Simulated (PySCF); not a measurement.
Species: C₄H₅F.
Structure used (PBE0-D3(BJ)/def2-SVP), in Å, numbered top down from 1:
```
atom  x, y, z in Å
C1    -1.7980   -0.1873    0.3458
C2    -0.6531   -0.1367   -0.3448
C3     0.6448    0.1220    0.2601
C4     1.8138    0.1848   -0.3849
F5     0.6075    0.3063    1.5840
H6    -1.8095   -0.0314    1.4270
H7    -2.7494   -0.3848   -0.1520
H8    -0.6439   -0.2927   -1.4274
H9     1.8486    0.0342   -1.4637
H10    2.7393    0.3855    0.1559
```

Method used: PySCF, TDDFT wB97X-D/def2-SVPD, vertical, gas phase, core orbitals frozen in the response.

Ground-to-excited transition dipoles (e·a0, same axes as the geometry; the sign carries no meaning), for the states with f of 0.002 or more among the lowest 9:

```csv
state,E (eV),μx,μy,μz
S1,5.874,2.064,0.188,-0.589
S3,7.440,0.376,0.037,-0.090
S4,7.682,0.019,-0.142,0.021
S5,7.783,-0.075,0.567,-0.082
S6,8.058,0.031,-0.223,0.032
S9,8.551,0.039,-0.298,0.043
```

Task: Work out the oscillator strengths.

Result: f = (2/3) ΔE |μ|² with ΔE in hartree (27.2114 eV).

```
state  |μ|² (au)  |μ| (D)      f
   S1      4.640     5.48  0.668
   S3      0.151     0.99  0.027
   S4      0.021     0.37  0.004
   S5      0.333     1.47  0.064
   S6      0.052     0.58  0.010
   S9      0.092     0.77  0.019
```

Task: What is the point group, and which symmetry does each of these states have?

Result: Cs. From a totally symmetric ground state, an allowed state transforms like the component of the dipole operator along its μ. Polarised normal to the mirror plane, so A″: S4, S5, S6 and S9. Polarised in the mirror plane, so A′: S1 and S3.

Task: What angle do the transition dipoles of S1 and S3 make?

Result: |cos θ| = |μa·μb| / (|μa| |μb|) = 1.00, so θ ≈ 2° (taken between 0 and 90°, since the signs are arbitrary).

Task: How is the summed strength of these states shared among x, y and z?

Result: (2/3) Σ ΔE μα² gives 0.640 for x, 0.099 for y and 0.053 for z, 0.792 in all.

Task: What peak molar absorption coefficient would the strongest computed level give as a lone Gaussian band 0.4 eV wide at half height?

Result: ε(max) = 2.175×10⁸ f / FWHM, with the width in cm⁻¹. S1: 2.175×10⁸ × 0.6678 / 3226 ≈ 45000 L mol⁻¹ cm⁻¹.

The vertical ionisation energy (ΔSCF) is 9.12 eV, 0.57 eV above S9.

Hardware: one thread, Arm Neoverse V1 (aarch64), shared host with 32 logical CPUs at a one-minute load of 19. Cost: 22 s, 0.60 GiB resident at most.

One conformer stands for the species.
